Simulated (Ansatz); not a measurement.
Relaxed structures of CH$_{5}$BN, doublet (PBE0-D4/def2-TZVP; forces vanish, vibrations not checked; lower isomers may exist, and structures with a doubtful reference or unclear bonds are left out; Å). Computed with Ansatz 0.2.0 (basis: def2-TZVPP); correlated methods freeze the cores; orbitals are unrestricted.

Problem. Rank them by CCSD(T) energy, lowest first, and give each one's height above the lowest. Links in brackets join atoms within 1.22 times the sum of their covalent radii (1.1 for two metals). (An estimate is asked for; the value comes from the calculation.)
A.
CH₅BN ([BH][NH][CH3])
```
8
angstrom
B -1.4306 0.3492 -0.6034
N -0.0787 0.1838 -0.4448
C 0.6016 -0.3349 0.7240
H -1.9598 0.7814 -1.5842
H 0.5480 0.4379 -1.1987
H -0.1408 -0.5822 1.4820
H 1.1684 -1.2391 0.4840
H 1.2919 0.4040 1.1412
```
B.
CH₅BN ([BH2][N][CH3])
```
8
angstrom
B -1.5390 0.3634 -0.5621
N -0.3431 0.0572 -0.0615
C 0.6997 -0.3579 0.7581
H -1.6514 0.8042 -1.6763
H -2.5186 0.1900 0.1267
H 0.2852 -0.6933 1.7224
H 1.2477 -1.2057 0.3323
H 1.4028 0.4536 0.9758
```
C.
CH₅BN ([CH3][BH][NH])
```
8
angstrom
B -0.0212 0.1906 -0.5540
N -1.3353 0.2668 -0.8546
C 0.5905 -0.3564 0.7911
H -2.0939 0.8170 -1.2113
H 0.7157 0.5132 -1.4667
H -0.1620 -0.6202 1.5346
H 1.2079 -1.2360 0.5849
H 1.2610 0.3959 1.2176
```

Solution. By the calculation: C (0.0 kJ/mol), A (25.5 kJ/mol), B (42.2 kJ/mol). Heights count from the lowest.

T1 diagnostic: at most 0.024. ⟨S²⟩ of the unrestricted Hartree–Fock references: 0.76 to 0.78 (a pure state has 0.75).

For scale, one of the runs: CCSD(T)/def2-TZVPP, 163 basis functions, launched by `ansatz run in.yaml --threads 2 --pin off --events-out ev --progress --plain --max-ram 4352MiB`. Time: 87 s of wall clock on 2 CPU threads of an Arm Neoverse V1; the host was shared. Peak host memory: 3.1 GiB.
